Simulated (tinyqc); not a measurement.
Worked calculation (part 1 of 2): RHF in the sto-3g basis, for H2F+, spin multiplicity 1. Computed by tinyqc, a small Python program that keeps every step (integrals from PySCF). Settings: charge = 1, multiplicity = 1, basis = sto-3g, energy threshold = 1e-08, iteration cap = 51, orthogonalisation = symmetric, start = Wolfsberg-Helmholz matrix, DIIS depth = 4, shift = 1.0, method = RHF. Command: `OMP_NUM_THREADS=1 python tinyqc.py 28079 28080 out.jsonl` (the two numbers bound the seeds that draw the settings). One thread of a shared host (Intel(R) Xeon(R) Processor @ 2.60GHz), about 0.08 s of CPU time with the checks. Later iterations appear only in the table of the cycle.

## One-electron integrals

Geometry (angstrom):

| atom | x | y | z |
|---|---|---|---|
| F | 0.0000 | 0.0000 | 0.0000 |
| H | 0.0000 | 0.8850 | 0.5420 |
| H | 0.0000 | -0.8780 | 0.5380 |

Basis sto-3g: exponents (1/bohr^2) and contraction coefficients of normalised primitives:

| element | l (shell) | exponent | coefficient |
|---|---|---|---|
| F | s (1) | 166.6791 | 0.1543 |
| F | s (1) | 30.3608 | 0.5353 |
| F | s (1) | 8.2168 | 0.4446 |
| F | s (2) | 6.4648 | -0.1000 |
| F | s (2) | 1.5023 | 0.3995 |
| F | s (2) | 0.4886 | 0.7001 |
| F | p (3) | 6.4648 | 0.1559 |
| F | p (3) | 1.5023 | 0.6077 |
| F | p (3) | 0.4886 | 0.3920 |
| H | s (1) | 3.4253 | 0.1543 |
| H | s (1) | 0.6239 | 0.5353 |
| H | s (1) | 0.1689 | 0.4446 |

Overlap, kinetic and nuclear-attraction integrals over the contracted functions; the nuclear repulsion is the sum of Za Zb / Rab.

nuclear repulsion = 9.514493 hartree

overlap S:
```
         1F 1s   1F 2s  1F 2px   1F 2py  1F 2pz   2H 1s    3H 1s
1F 1s   1.0000  0.2380  0.0000   0.0000  0.0000  0.0371   0.0378
1F 2s   0.2380  1.0000  0.0000   0.0000  0.0000  0.3721   0.3769
1F 2px  0.0000  0.0000  1.0000   0.0000  0.0000  0.0000   0.0000
1F 2py  0.0000  0.0000  0.0000   1.0000  0.0000  0.2607  -0.2632
1F 2pz  0.0000  0.0000  0.0000   0.0000  1.0000  0.1597   0.1613
2H 1s   0.0371  0.3721  0.0000   0.2607  0.1597  1.0000   0.1738
3H 1s   0.0378  0.3769  0.0000  -0.2632  0.1613  0.1738   1.0000
```

kinetic energy T (hartree):
```
          1F 1s    1F 2s  1F 2px   1F 2py  1F 2pz    2H 1s    3H 1s
1F 1s   36.9846  -0.2129  0.0000   0.0000  0.0000  -0.0061  -0.0058
1F 2s   -0.2129   1.0380  0.0000   0.0000  0.0000   0.0730   0.0762
1F 2px   0.0000   0.0000  3.2480   0.0000  0.0000   0.0000   0.0000
1F 2py   0.0000   0.0000  0.0000   3.2480  0.0000   0.1607  -0.1650
1F 2pz   0.0000   0.0000  0.0000   0.0000  3.2480   0.0984   0.1011
2H 1s   -0.0061   0.0730  0.0000   0.1607  0.0984   0.7600  -0.0050
3H 1s   -0.0058   0.0762  0.0000  -0.1650  0.1011  -0.0050   0.7600
```

nuclear attraction V (hartree):
```
           1F 1s     1F 2s    1F 2px    1F 2py    1F 2pz    2H 1s    3H 1s
1F 1s   -78.0334   -9.4205    0.0000    0.0002   -0.0124  -1.5058  -1.5356
1F 2s    -9.4205  -12.5618    0.0000    0.0018   -0.1516  -3.5167  -3.5708
1F 2px    0.0000    0.0000  -12.4108    0.0000    0.0000   0.0000   0.0000
1F 2py    0.0002    0.0018    0.0000  -12.5370    0.0008  -2.1341   2.1617
1F 2pz   -0.0124   -0.1516    0.0000    0.0008  -12.4582  -1.3464  -1.3642
2H 1s    -1.5058   -3.5167    0.0000   -2.1341   -1.3464  -5.9940  -1.1969
3H 1s    -1.5356   -3.5708    0.0000    2.1617   -1.3642  -1.1969  -6.0251
```

core Hamiltonian H = T + V (hartree):
```
           1F 1s     1F 2s   1F 2px   1F 2py   1F 2pz    2H 1s    3H 1s
1F 1s   -41.0488   -9.6333   0.0000   0.0002  -0.0124  -1.5119  -1.5414
1F 2s    -9.6333  -11.5238   0.0000   0.0018  -0.1516  -3.4437  -3.4946
1F 2px    0.0000    0.0000  -9.1628   0.0000   0.0000   0.0000   0.0000
1F 2py    0.0002    0.0018   0.0000  -9.2890   0.0008  -1.9734   1.9967
1F 2pz   -0.0124   -0.1516   0.0000   0.0008  -9.2102  -1.2480  -1.2631
2H 1s    -1.5119   -3.4437   0.0000  -1.9734  -1.2480  -5.2340  -1.2019
3H 1s    -1.5414   -3.4946   0.0000   1.9967  -1.2631  -1.2019  -5.2650
```

## Two-electron integrals

Functions are numbered as in S; the eight-fold symmetry (ij|kl) = (ji|kl) = (kl|ij) leaves the list below.

Two-electron integrals (ij|kl) in chemists' order, unique and non-zero (hartree):
```
(11|11) 5.4035      (21|11) 0.8419      (21|21) 0.1563      (22|11) 1.2680
(22|21) 0.2923      (22|22) 0.9262      (31|31) 0.0280      (32|31) 0.0432
(32|32) 0.2046      (33|11) 1.2645      (33|21) 0.2924      (33|22) 0.9260
(33|33) 0.9975      (41|41) 0.0280      (42|41) 0.0432      (42|42) 0.2046
(43|43) 0.0538      (44|11) 1.2645      (44|21) 0.2924      (44|22) 0.9260
(44|33) 0.8900      (44|44) 0.9975      (51|51) 0.0280      (52|51) 0.0432
(52|52) 0.2046      (53|53) 0.0538      (54|54) 0.0538      (55|11) 1.2645
(55|21) 0.2924      (55|22) 0.9260      (55|33) 0.8900      (55|44) 0.8900
(55|55) 0.9975      (61|11) 0.1330      (61|21) 0.0245      (61|22) 0.0455
(61|33) 0.0454      (61|41) 0.0009      (61|42) 0.0016      (61|44) 0.0456
(61|51) 0.0005      (61|52) 0.0010      (61|54) 9.68e-05    (61|55) 0.0455
(61|61) 0.0039      (62|11) 0.3388      (62|21) 0.0792      (62|22) 0.2800
(62|33) 0.2759      (62|41) 0.0046      (62|42) 0.0360      (62|44) 0.2847
(62|51) 0.0028      (62|52) 0.0221      (62|54) 0.0054      (62|55) 0.2792
(62|61) 0.0126      (62|62) 0.1045      (63|31) 0.0083      (63|32) 0.0490
(63|43) 0.0076      (63|53) 0.0046      (63|63) 0.0154      (64|11) 0.1973
(64|21) 0.0467      (64|22) 0.1768      (64|33) 0.1693      (64|41) 0.0106
(64|42) 0.0706      (64|44) 0.1897      (64|51) 0.0015      (64|52) 0.0132
(64|54) 0.0079      (64|55) 0.1713      (64|61) 0.0077      (64|62) 0.0809
(64|64) 0.0776      (65|11) 0.1209      (65|21) 0.0286      (65|22) 0.1083
(65|33) 0.1037      (65|41) 0.0015      (65|42) 0.0132      (65|44) 0.1069
(65|51) 0.0092      (65|52) 0.0571      (65|54) 0.0096      (65|55) 0.1142
(65|61) 0.0047      (65|62) 0.0495      (65|64) 0.0381      (65|65) 0.0388
(66|11) 0.4960      (66|21) 0.1178      (66|22) 0.4808      (66|33) 0.4645
(66|41) 0.0086      (66|42) 0.0944      (66|44) 0.4998      (66|51) 0.0052
(66|52) 0.0578      (66|54) 0.0216      (66|55) 0.4777      (66|61) 0.0188
(66|62) 0.2306      (66|64) 0.2076      (66|65) 0.1272      (66|66) 0.7746
(71|11) 0.1356      (71|21) 0.0250      (71|22) 0.0464      (71|33) 0.0463
(71|41) -0.0009     (71|42) -0.0016     (71|44) 0.0465      (71|51) 0.0005
(71|52) 0.0010      (71|54) -9.85e-05   (71|55) 0.0464      (71|61) 0.0039
(71|62) 0.0124      (71|64) 0.0070      (71|65) 0.0047      (71|66) 0.0185
(71|71) 0.0040      (72|11) 0.3440      (72|21) 0.0804      (72|22) 0.2841
(72|33) 0.2800      (72|41) -0.0047     (72|42) -0.0365     (72|44) 0.2888
(72|51) 0.0029      (72|52) 0.0224      (72|54) -0.0054     (72|55) 0.2833
(72|61) 0.0124      (72|62) 0.0855      (72|64) 0.0457      (72|65) 0.0393
(72|66) 0.1529      (72|71) 0.0130      (72|72) 0.1074      (73|31) 0.0084
(73|32) 0.0498      (73|43) -0.0077     (73|53) 0.0047      (73|63) 0.0122
(73|73) 0.0159      (74|11) -0.1998     (74|21) -0.0473     (74|22) -0.1789
(74|33) -0.1713     (74|41) 0.0108      (74|42) 0.0716      (74|44) -0.1920
(74|51) -0.0015     (74|52) -0.0134     (74|54) 0.0080      (74|55) -0.1733
(74|61) -0.0070     (74|62) -0.0455     (74|64) -0.0125     (74|65) -0.0205
(74|66) -0.0738     (74|71) -0.0080     (74|72) -0.0829     (74|74) 0.0795
(75|11) 0.1224      (75|21) 0.0290      (75|22) 0.1096      (75|33) 0.1050
(75|41) -0.0015     (75|42) -0.0134     (75|44) 0.1083      (75|51) 0.0093
(75|52) 0.0580      (75|54) -0.0097     (75|55) 0.1156      (75|61) 0.0047
(75|62) 0.0392      (75|64) 0.0205      (75|65) 0.0300      (75|66) 0.0773
(75|71) 0.0049      (75|72) 0.0508      (75|74) -0.0389     (75|75) 0.0398
(76|11) 0.1097      (76|21) 0.0259      (76|22) 0.0999      (76|33) 0.0981
(76|41) 3.82e-06    (76|42) 4.64e-05    (76|44) 0.1002      (76|51) 0.0015
(76|52) 0.0139      (76|54) 9.55e-06    (76|55) 0.1013      (76|61) 0.0041
(76|62) 0.0369      (76|64) 0.0251      (76|65) 0.0200      (76|66) 0.0866
(76|71) 0.0041      (76|72) 0.0374      (76|74) -0.0253     (76|75) 0.0202
(76|76) 0.0162      (77|11) 0.4994      (77|21) 0.1186      (77|22) 0.4837
(77|33) 0.4672      (77|41) -0.0086     (77|42) -0.0951     (77|44) 0.5028
(77|51) 0.0053      (77|52) 0.0583      (77|54) -0.0218     (77|55) 0.4806
(77|61) 0.0182      (77|62) 0.1516      (77|64) 0.0734      (77|65) 0.0768
(77|66) 0.2978      (77|71) 0.0193      (77|72) 0.2345      (77|74) -0.2105
(77|75) 0.1290      (77|76) 0.0866      (77|77) 0.7746
```

## Orthogonalisation

S = U s U^T; symmetric (Loewdin) form X = U s^(-1/2) U^T, so that X^T S X = 1.

eigenvalues of S: 0.4687  0.5327  0.9058  1.0000  1.0812  1.2937  1.7179

X:
```
          1F 1s    1F 2s  1F 2px   1F 2py   1F 2pz    2H 1s    3H 1s
1F 1s    1.0237  -0.1362  0.0000   0.0001  -0.0053   0.0176   0.0179
1F 2s   -0.1362   1.1451  0.0000  -0.0013   0.0515  -0.2063  -0.2105
1F 2px   0.0000   0.0000  1.0000   0.0000   0.0000   0.0000   0.0000
1F 2py   0.0001  -0.0013  0.0000   1.0687  -0.0005  -0.1680   0.1701
1F 2pz  -0.0053   0.0515  0.0000  -0.0005   1.0216  -0.0869  -0.0884
2H 1s    0.0176  -0.2063  0.0000  -0.1680  -0.0869   1.1116  -0.0676
3H 1s    0.0179  -0.2105  0.0000   0.1701  -0.0884  -0.0676   1.1147
```

## Starting guess

The start is the generalised Wolfsberg-Helmholz matrix (K = 1.75) built on H; D = 2 C_occ C_occ^T.

D at the start:
```
          1F 1s    1F 2s  1F 2px   1F 2py   1F 2pz    2H 1s    3H 1s
1F 1s    2.0722  -0.3003  0.0000  -0.0014   0.0720  -0.1281  -0.1304
1F 2s   -0.3003   1.3370  0.0000   0.0055  -0.2628   0.3486   0.3541
1F 2px   0.0000   0.0000  2.0000   0.0000   0.0000   0.0000   0.0000
1F 2py  -0.0014   0.0055  0.0000   1.5868   0.0017   0.3031  -0.3030
1F 2pz   0.0720  -0.2628  0.0000   0.0017   1.9141   0.0924   0.0939
2H 1s   -0.1281   0.3486  0.0000   0.3031   0.0924   0.1633   0.0499
3H 1s   -0.1304   0.3541  0.0000  -0.3030   0.0939   0.0499   0.1679
```

## Iteration 1: building the Fock matrix

J_ij = sum D_kl (ij|kl), K_ij = sum D_kl (ik|jl); F = H + J - 0.5 K; E = tr D H + tr D J / 2 - 0.25 tr D K + E_nn.

Coulomb J (hartree):
```
          1F 1s    1F 2s  1F 2px   1F 2py   1F 2pz   2H 1s    3H 1s
1F 1s   20.2146   3.8588  0.0000   0.0001  -0.0078  0.6042   0.6161
1F 2s    3.8588   9.5825  0.0000   0.0002  -0.0124  2.8429   2.8851
1F 2px   0.0000   0.0000  9.5696   0.0000   0.0000  0.0000   0.0000
1F 2py   0.0001   0.0002  0.0000   9.5756  -0.0002  1.7781  -1.7997
1F 2pz  -0.0078  -0.0124  0.0000  -0.0002   9.5761  1.0890   1.1028
2H 1s    0.6042   2.8429  0.0000   1.7781   1.0890  4.8608   1.0059
3H 1s    0.6161   2.8851  0.0000  -1.7997   1.1028  1.0059   4.8914
```

exchange K (hartree):
```
          1F 1s    1F 2s  1F 2px   1F 2py   1F 2pz   2H 1s    3H 1s
1F 1s   11.0224   1.9488  0.0000  -0.0001   0.0076  0.3130   0.3191
1F 2s    1.9488   2.9630  0.0000   0.0016  -0.0939  1.0317   1.0462
1F 2px   0.0000   0.0000  2.5715   0.0000   0.0000  0.0000   0.0000
1F 2py  -0.0001   0.0016  0.0000   2.4524   0.0002  0.6030  -0.6087
1F 2pz   0.0076  -0.0939  0.0000   0.0002   2.5545  0.3408   0.3451
2H 1s    0.3130   1.0317  0.0000   0.6030   0.3408  0.8009   0.3173
3H 1s    0.3191   1.0462  0.0000  -0.6087   0.3451  0.3173   0.8187
```

Fock matrix F (hartree):
```
           1F 1s    1F 2s   1F 2px   1F 2py   1F 2pz    2H 1s    3H 1s
1F 1s   -26.3454  -6.7489   0.0000   0.0004  -0.0240  -1.0642  -1.0849
1F 2s    -6.7489  -3.4228   0.0000   0.0012  -0.1171  -1.1167  -1.1326
1F 2px    0.0000   0.0000  -0.8789   0.0000   0.0000   0.0000   0.0000
1F 2py    0.0004   0.0012   0.0000  -0.9396   0.0005  -0.4968   0.5014
1F 2pz   -0.0240  -0.1171   0.0000   0.0005  -0.9113  -0.3294  -0.3329
2H 1s    -1.0642  -1.1167   0.0000  -0.4968  -0.3294  -0.7736  -0.3547
3H 1s    -1.0849  -1.1326   0.0000   0.5014  -0.3329  -0.3547  -0.7829
```

total energy of this density = -98.591377 hartree

## Iteration 1: diagonalisation and new density

A level shift of 1 hartree raises the virtual space: F + shift (S - S D(s) S), with D(s) the density of one spin (D/2). Diagonalise F' = X^T F X, C = X C', fill 5 alpha and 5 beta electrons from the bottom; D = 2 C_occ C_occ^T. Each column has its largest component positive (the first on a tie).

F' = X^T F X (hartree):
```
          1        2        3        4        5        6        7
1  -25.8528  -3.5100   0.0000   0.0009  -0.0564  -0.0700  -0.0741
2   -3.5100  -1.7431   0.0000  -0.0037   0.1100  -0.7984  -0.8107
3    0.0000   0.0000  -0.8789   0.0000   0.0000   0.0000   0.0000
4    0.0009  -0.0037   0.0000  -0.5844  -0.0014  -0.6559   0.6601
5   -0.0564   0.1100   0.0000  -0.0014  -0.8138  -0.3235  -0.3279
6   -0.0700  -0.7984   0.0000  -0.6559  -0.3235   0.4165  -0.1872
7   -0.0741  -0.8107   0.0000   0.6601  -0.3279  -0.1872   0.4131
```

orbital energies (hartree): MO1 -26.3560, MO2 -1.8535, MO3 -1.0948, MO4 -0.9207, MO5 -0.8789, MO6 0.9481, MO7 1.1125

coefficients C:
```
            MO1      MO2      MO3      MO4     MO5      MO6      MO7
1F 1s    0.9943  -0.2354  -0.0010   0.0588  0.0000  -0.1403   0.0049
1F 2s    0.0245   0.8593   0.0049  -0.2594  0.0000   0.7824  -0.0287
1F 2px   0.0000   0.0000   0.0000   0.0000  1.0000   0.0000   0.0000
1F 2py  -0.0001  -0.0009   0.8220   0.0038  0.0000   0.0186   0.7233
1F 2pz   0.0026   0.1055  -0.0029   0.9485  0.0000   0.3882  -0.0136
2H 1s   -0.0048   0.1680   0.2529   0.0863  0.0000  -0.7717  -0.7898
3H 1s   -0.0049   0.1713  -0.2537   0.0852  0.0000  -0.7268   0.8363
```

D after iteration 1:
```
          1F 1s    1F 2s  1F 2px   1F 2py   1F 2pz    2H 1s    3H 1s
1F 1s    2.0950  -0.3864  0.0000  -0.0009   0.0670  -0.0789  -0.0798
1F 2s   -0.3864   1.6125  0.0000   0.0045  -0.3107   0.2461   0.2474
1F 2px   0.0000   0.0000  2.0000   0.0000   0.0000   0.0000   0.0000
1F 2py  -0.0009   0.0045  0.0000   1.3516   0.0022   0.4161  -0.4167
1F 2pz   0.0670  -0.3107  0.0000   0.0022   1.8214   0.1977   0.1992
2H 1s   -0.0789   0.2461  0.0000   0.4161   0.1977   0.1993  -0.0560
3H 1s   -0.0798   0.2474  0.0000  -0.4167   0.1992  -0.0560   0.2019
```

## Iteration 2: building the Fock matrix

As before.

Coulomb J (hartree):
```
          1F 1s    1F 2s  1F 2px   1F 2py   1F 2pz   2H 1s    3H 1s
1F 1s   20.1651   3.8436  0.0000   0.0001  -0.0087  0.6018   0.6136
1F 2s    3.8436   9.5431  0.0000   0.0000  -0.0102  2.8349   2.8769
1F 2px   0.0000   0.0000  9.5375   0.0000   0.0000  0.0000   0.0000
1F 2py   0.0001   0.0000  0.0000   9.5273  -0.0001  1.7740  -1.7954
1F 2pz  -0.0087  -0.0102  0.0000  -0.0001   9.5382  1.0885   1.1022
2H 1s    0.6018   2.8349  0.0000   1.7740   1.0885  4.8671   1.0050
3H 1s    0.6136   2.8769  0.0000  -1.7954   1.1022  1.0050   4.8966
```

exchange K (hartree):
```
          1F 1s    1F 2s  1F 2px   1F 2py   1F 2pz   2H 1s    3H 1s
1F 1s   11.0517   1.9227  0.0000   0.0000   0.0022  0.3153   0.3213
1F 2s    1.9227   3.0174  0.0000   0.0009  -0.1033  1.0198   1.0337
1F 2px   0.0000   0.0000  2.5883   0.0000   0.0000  0.0000   0.0000
1F 2py   0.0000   0.0009  0.0000   2.3329   0.0003  0.6243  -0.6297
1F 2pz   0.0022  -0.1033  0.0000   0.0003   2.5259  0.3695   0.3735
2H 1s    0.3153   1.0198  0.0000   0.6243   0.3695  0.8302   0.2801
3H 1s    0.3213   1.0337  0.0000  -0.6297   0.3735  0.2801   0.8458
```

Fock matrix F (hartree):
```
           1F 1s    1F 2s   1F 2px   1F 2py   1F 2pz    2H 1s    3H 1s
1F 1s   -26.4096  -6.7510   0.0000   0.0003  -0.0222  -1.0677  -1.0884
1F 2s    -6.7510  -3.4894   0.0000   0.0013  -0.1102  -1.1187  -1.1345
1F 2px    0.0000   0.0000  -0.9195   0.0000   0.0000   0.0000   0.0000
1F 2py    0.0003   0.0013   0.0000  -0.9282   0.0005  -0.5116   0.5161
1F 2pz   -0.0222  -0.1102   0.0000   0.0005  -0.9349  -0.3443  -0.3477
2H 1s    -1.0677  -1.1187   0.0000  -0.5116  -0.3443  -0.7821  -0.3370
3H 1s    -1.0884  -1.1345   0.0000   0.5161  -0.3477  -0.3370  -0.7913
```

total energy of this density = -98.767550 hartree

## Iteration 2: DIIS over 2 matrices

error matrix X^T (FDS - SDF) X:
```
         1        2       3        4        5        6        7
1   0.0000  -0.0256  0.0000   0.0005  -0.0319   0.0570   0.0580
2   0.0256   0.0000  0.0000  -0.0022   0.1385  -0.1795  -0.1831
3   0.0000   0.0000  0.0000   0.0000   0.0000   0.0000   0.0000
4  -0.0005   0.0022  0.0000   0.0000   0.0002   0.1876  -0.1859
5   0.0319  -0.1385  0.0000  -0.0002   0.0000   0.0856   0.0849
6  -0.0570   0.1795  0.0000  -0.1876  -0.0856   0.0000  -0.0004
7  -0.0580   0.1831  0.0000   0.1859  -0.0849   0.0004   0.0000
```

B (overlaps of the stored error matrices):
```
               1              2
1  2.0624179e+00  6.5007466e-01
2  6.5007466e-01  3.5496338e-01
```

Minimise |sum c_i e_i|^2 with sum c_i = 1: solve [B -1; -1 0][c; lambda] = [0; -1] with B_ij = tr e_i^T e_j, and take F = sum c_i F_i.

DIIS coefficients: -0.2641  1.2641

extrapolated F (hartree):
```
           1F 1s    1F 2s   1F 2px   1F 2py   1F 2pz    2H 1s    3H 1s
1F 1s   -26.4265  -6.7516   0.0000   0.0002  -0.0217  -1.0686  -1.0894
1F 2s    -6.7516  -3.5070   0.0000   0.0014  -0.1083  -1.1192  -1.1350
1F 2px    0.0000   0.0000  -0.9302   0.0000   0.0000   0.0000   0.0000
1F 2py    0.0002   0.0014   0.0000  -0.9251   0.0005  -0.5155   0.5200
1F 2pz   -0.0217  -0.1083   0.0000   0.0005  -0.9411  -0.3483  -0.3516
2H 1s    -1.0686  -1.1192   0.0000  -0.5155  -0.3483  -0.7843  -0.3323
3H 1s    -1.0894  -1.1350   0.0000   0.5200  -0.3516  -0.3323  -0.7935
```

## Iteration 2: diagonalisation and new density

As before.

F' = X^T F X (hartree):
```
          1        2        3        4        5        6        7
1  -25.9424  -3.4692   0.0000   0.0006  -0.0529  -0.0909  -0.0954
2   -3.4692  -1.9282   0.0000  -0.0031   0.1355  -0.7495  -0.7599
3    0.0000   0.0000  -0.9302   0.0000   0.0000   0.0000   0.0000
4    0.0006  -0.0031   0.0000  -0.4773  -0.0015  -0.7207   0.7249
5   -0.0529   0.1355   0.0000  -0.0015  -0.8089  -0.3867  -0.3907
6   -0.0909  -0.7495   0.0000  -0.7207  -0.3867   0.3952  -0.0985
7   -0.0954  -0.7599   0.0000   0.7249  -0.3907  -0.0985   0.3932
```

orbital energies (hartree): MO1 -26.4365, MO2 -1.9332, MO3 -1.1237, MO4 -0.9742, MO5 -0.9302, MO6 0.9600, MO7 1.1393

coefficients C:
```
            MO1      MO2      MO3      MO4     MO5      MO6      MO7
1F 1s    0.9946  -0.2430  -0.0010   0.0587  0.0000   0.1245   0.0038
1F 2s    0.0231   0.9037   0.0051  -0.2742  0.0000  -0.7254  -0.0235
1F 2px   0.0000   0.0000   0.0000   0.0000  1.0000   0.0000   0.0000
1F 2py   0.0000  -0.0011   0.7755   0.0042  0.0000  -0.0171   0.7731
1F 2pz   0.0022   0.0965  -0.0035   0.9287  0.0000  -0.4355  -0.0130
2H 1s   -0.0041   0.1291   0.3026   0.1329  0.0000   0.7692  -0.7755
3H 1s   -0.0041   0.1313  -0.3041   0.1310  0.0000   0.7318   0.8161
```

D after iteration 2:
```
          1F 1s    1F 2s  1F 2px   1F 2py   1F 2pz    2H 1s    3H 1s
1F 1s    2.1034  -0.4253  0.0000  -0.0006   0.0665  -0.0558  -0.0561
1F 2s   -0.4253   1.7850  0.0000   0.0036  -0.3349   0.1633   0.1623
1F 2px   0.0000   0.0000  2.0000   0.0000   0.0000   0.0000   0.0000
1F 2py  -0.0006   0.0036  0.0000   1.2027   0.0023   0.4702  -0.4708
1F 2pz   0.0665  -0.3349  0.0000   0.0023   1.7436   0.2697   0.2708
2H 1s   -0.0558   0.1633  0.0000   0.4702   0.2697   0.2519  -0.1153
3H 1s   -0.0561   0.1623  0.0000  -0.4708   0.2708  -0.1153   0.2539
```
